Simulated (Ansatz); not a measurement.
Q: Name a neutral molecule of C, N, O and H with HOMO–LUMO gap (ωB97M-V/def2-TZVPP) between 10.00 and 10.30 eV and HOMO energy (PBE0/def2-TZVPP) between -7.95 and -7.65 eV (Ansatz, PBE0-D4/def2-TZVP geometry).

A: `CC(=N)C=O` (10.01 eV, -7.70 eV). Other molecules can fit too; these were computed, each in one conformer that needn't be the lowest.
